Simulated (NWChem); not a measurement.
All runs are NWChem calculations. System: acetonitrile (C₂H₃N), charge 0, spin multiplicity 1, at a geometry optimised with PBE0/def2-SVP. Level: RHF/def2-SVP.

Input file:

```
start mol
memory heap 200 mb stack 900 mb global 1100 mb
geometry units angstroms nocenter noautoz
  C      0.009633    -1.174896     0.000000
  C     -0.002296     0.278262     0.000000
  N     -0.011758     1.435113     0.000000
  H     -0.502914    -1.559572     0.893205
  H     -0.502914    -1.559572    -0.893205
  H      1.044111    -1.546842     0.000000
  symmetry group Cs
end
basis spherical
  * library def2-svp
end
scf
  rhf
  nopen 0
  maxiter 100
  thresh 1e-7
  semidirect memsize 60000000 filesize 0
end
task scf energy
```

Part of the output:

```
             Northwest Computational Chemistry Package (NWChem) 7.3.0
             --------------------------------------------------------

                                NWChem Input Module
                                -------------------

 Scaling coordinates for geometry "geometry" by  1.889725989
 (inverse scale =  0.529177249)

 Turning off AUTOSYM since
 SYMMETRY directive was detected!

                             Geometry "geometry" -> ""
                             -------------------------

 Output coordinates in angstroms (scale by  1.889725989 to convert to a.u.)

  No.       Tag          Charge          X              Y              Z
 ---- ---------------- ---------- -------------- -------------- --------------
    1 C                    6.0000     0.00963300    -1.17489600     0.00000000
    2 C                    6.0000    -0.00229600     0.27826200     0.00000000
    3 N                    7.0000    -0.01175800     1.43511300     0.00000000
    4 H                    1.0000    -0.50291400    -1.55957200     0.89320500
    5 H                    1.0000    -0.50291400    -1.55957200    -0.89320500
    6 H                    1.0000     1.04411100    -1.54684200     0.00000000

 Effective nuclear repulsion energy (a.u.)      58.4295767794

            Nuclear Dipole moment (a.u.)
            ----------------------------
        X                 Y               Z
 ---------------- ---------------- ----------------
    -0.0000018897     0.0000018897     0.0000000000

      Symmetry information
      --------------------

 Group name             Cs
 Group number              2
 Group order               2
 No. of unique centers     5

      Symmetry unique atoms

     1    2    3    4    6


 Summary of "ao basis" -> "" (spherical)
 ------------------------------------------------------------------------------
       Tag                 Description            Shells   Functions and Types
 ---------------- ------------------------------  ------  ---------------------
 *                          def2-svp                  on all atoms

 Summary of "ao basis" -> "ao basis" (spherical)
 ------------------------------------------------------------------------------
       Tag                 Description            Shells   Functions and Types
 ---------------- ------------------------------  ------  ---------------------
 C                          def2-svp                 6       14   3s2p1d
 N                          def2-svp                 6       14   3s2p1d
 H                          def2-svp                 3        5   2s1p

                                 NWChem SCF Module
                                 -----------------

  ao basis        = "ao basis"
  functions       =    57
  atoms           =     6
  closed shells   =    11
  open shells     =     0
  charge          =   0.00
  wavefunction    = RHF
  use symmetry    = T
  symmetry adapt  = T

 Summary of "ao basis" -> "ao basis" (spherical)
 ------------------------------------------------------------------------------
       Tag                 Description            Shells   Functions and Types
 ---------------- ------------------------------  ------  ---------------------
 C                          def2-svp                 6       14   3s2p1d
 N                          def2-svp                 6       14   3s2p1d
 H                          def2-svp                 3        5   2s1p

      Symmetry analysis of basis
      --------------------------

[...]
                 4     -131.8243963030  7.22D-04  1.61D-04      0.4
                 5     -131.8243963483  1.12D-07  2.76D-08      0.4
                 6     -131.8243963483  8.58D-09  2.33D-09      0.5

       Final RHF  results
       ------------------

         Total SCF energy =   -131.824396348343
      One-electron energy =   -292.877991153100
      Two-electron energy =    102.624018025362
 Nuclear repulsion energy =     58.429576779395

        Time for solution =      0.3s

       Symmetry analysis of molecular orbitals - final
       -----------------------------------------------

  Numbering of irreducible representations:

     1 a'          2 a"

  Orbital symmetries:

     1 a'          2 a'          3 a'          4 a'          5 a'
     6 a'          7 a'          8 a"          9 a'         10 a"
    11 a'         12 a'         13 a"         14 a'         15 a"
    16 a'         17 a'         18 a'         19 a'         20 a"
    21 a'

             Final eigenvalues
             -----------------

              1
    1  -15.5733
    2  -11.2930
    3  -11.2835
    4   -1.2075
    5   -1.0301
    6   -0.6953
    7   -0.6274
    8   -0.6274
    9   -0.5535
   10   -0.4621
   11   -0.4621
   12    0.1602
   13    0.1893
   14    0.1893
   15    0.2662
   16    0.2662
   17    0.3382
   18    0.3580
   19    0.6485
   20    0.6485
   21    0.7361

                       ROHF Final Molecular Orbital Analysis
                       -------------------------------------

 Vector    9  Occ=2.000000D+00  E=-5.534519D-01  Symmetry=a'
              MO Center= -1.2D-02,  1.5D+00,  5.9D-15, r^2= 1.1D+00
   Bfn.  Coefficient  Atom+Function         Bfn.  Coefficient  Atom+Function
  ----- ------------  ---------------      ----- ------------  ---------------
    33      0.496056  3 N  py                31     -0.379154  3 N  s
    30     -0.299487  3 N  s                 19      0.276196  2 C  py
    36     -0.272506  3 N  py                16      0.150334  2 C  s

 Vector   10  Occ=2.000000D+00  E=-4.620785D-01  Symmetry=a"
              MO Center= -4.1D-02,  6.8D-01, -5.7D-11, r^2= 1.7D+00
   Bfn.  Coefficient  Atom+Function         Bfn.  Coefficient  Atom+Function
  ----- ------------  ---------------      ----- ------------  ---------------
    34      0.424680  3 N  pz                20     -0.366909  2 C  pz
    37     -0.276676  3 N  pz                23     -0.252517  2 C  pz

 Vector   11  Occ=2.000000D+00  E=-4.620784D-01  Symmetry=a'
              MO Center=  3.0D-02,  6.8D-01,  6.2D-11, r^2= 1.7D+00
   Bfn.  Coefficient  Atom+Function         Bfn.  Coefficient  Atom+Function
  ----- ------------  ---------------      ----- ------------  ---------------
    32      0.424667  3 N  px                18     -0.366896  2 C  px
    35     -0.276668  3 N  px                21     -0.252508  2 C  px
    53      0.152471  6 H  s

 Vector   12  Occ=0.000000D+00  E= 1.601859D-01  Symmetry=a'
              MO Center=  1.3D-02, -1.6D+00,  8.7D-15, r^2= 4.8D+00
   Bfn.  Coefficient  Atom+Function         Bfn.  Coefficient  Atom+Function
  ----- ------------  ---------------      ----- ------------  ---------------
     3      3.061965  1 C  s                 44     -1.266823  4 H  s
    49     -1.266823  5 H  s                 54     -1.266870  6 H  s
    17     -0.943933  2 C  s                 31      0.403598  3 N  s
     8     -0.277389  1 C  py                36     -0.174110  3 N  py

 Vector   13  Occ=0.000000D+00  E= 1.892649D-01  Symmetry=a"
              MO Center= -2.7D-01, -4.6D-01,  1.5D-13, r^2= 4.1D+00
   Bfn.  Coefficient  Atom+Function         Bfn.  Coefficient  Atom+Function
  ----- ------------  ---------------      ----- ------------  ---------------
    44      1.133400  4 H  s                 49     -1.133400  5 H  s
     9     -0.817708  1 C  pz                37      0.463928  3 N  pz
    23     -0.427075  2 C  pz                20     -0.303738  2 C  pz
    34     -0.297029  3 N  pz                 6     -0.156054  1 C  pz
    43      0.151053  4 H  s                 48     -0.151053  5 H  s

 Vector   14  Occ=0.000000D+00  E= 1.892659D-01  Symmetry=a'
              MO Center=  2.8D-01, -4.5D-01, -1.1D-11, r^2= 4.1D+00
   Bfn.  Coefficient  Atom+Function         Bfn.  Coefficient  Atom+Function
  ----- ------------  ---------------      ----- ------------  ---------------
    54      1.308696  6 H  s                  7     -0.817682  1 C  px
    44     -0.654425  4 H  s                 49     -0.654425  5 H  s
    35      0.463913  3 N  px                21     -0.427068  2 C  px
    18     -0.303729  2 C  px                32     -0.297017  3 N  px
    53      0.174419  6 H  s                  4     -0.156047  1 C  px

 center of mass
 --------------
 x =  -0.00175131 y =   0.21344152 z =   0.00000000

 moments of inertia (a.u.)
 ------------------
         195.453284279960           1.507884955394           0.000000000000
           1.507884955394          11.497738644810           0.000000000000
           0.000000000000           0.000000000000         195.465650528755

  Mulliken analysis of the total density
  --------------------------------------

    Atom       Charge   Shell Charges
 -----------   ------   -------------------------------------------------------
    1 C    6     5.95   1.99  0.85  0.11  2.07  0.89  0.04
    2 C    6     6.19   1.99  0.92  0.23  1.96  1.02  0.06
    3 N    7     7.14   1.99  1.06  0.60  2.16  1.30  0.04
    4 H    1     0.91   0.74  0.15  0.03
    5 H    1     0.91   0.74  0.15  0.03
    6 H    1     0.91   0.74  0.15  0.03

       Multipole analysis of the density wrt the origin
       ------------------------------------------------

     L   x y z        total         open         nuclear
     -   - - -        -----         ----         -------
     0   0 0 0     -0.000000      0.000000     22.000000

     1   1 0 0      0.013124      0.000000     -0.000002
     1   0 1 0     -1.601293      0.000000      0.000002
     1   0 0 1     -0.000000      0.000000      0.000000

     2   2 0 0    -13.158610      0.000000      5.705021
     2   1 1 0      0.020609      0.000000     -0.843742
     2   1 0 1      0.000000      0.000000      0.000000
     2   0 2 0    -15.672331      0.000000    108.635195
     2   0 1 1      0.000000      0.000000      0.000000
     2   0 0 2    -13.158450      0.000000      5.698099

 Task  times  cpu:        0.5s     wall:        0.5s

 Total times  cpu:        0.5s     wall:        0.5s
```
